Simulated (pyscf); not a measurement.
Single points on ωB97X-D3(BJ)/def2-SVP structures (PySCF, gas phase). MP2 and CC: frozen core, UHF for open shells. ΔMP2 is the change of the MP2 total energy from the triple- to the quadruple-zeta basis.

Q: How much does it cost (ΔH, 298 K, CCSD(T)/def2-TZVPP + ΔMP2(QZVPP)) to split cyclic C₃H₃F (SMILES FC1C=C1) at its C–F bond into F• + cyclic C₃H₃ (SMILES [CH]1C=C1) [doublet]?

A: C–F to F• + cyclic C₃H₃ (SMILES [CH]1C=C1) [doublet]: 118.5 kcal/mol. The radicals are drawn with the spin at the cut bond; how far it spreads was not checked. cyclic C₃H₃F (SMILES FC1C=C1) lies 9.6 kcal/mol over its isomer H₂C=C=CH–F, and others may lie lower still (electronic energy, ωB97M-D3(BJ)). cyclic C₃H₃ (SMILES [CH]1C=C1) [doublet] lies 30.0 kcal/mol over its isomer HC≡C–CH₂•, and others may lie lower still (electronic energy, ωB97M-D3(BJ)). The CCSD(T) − MP2 part came from Ansatz, without density fitting, on the same reference. Left out: the spin-orbit lowering of F.
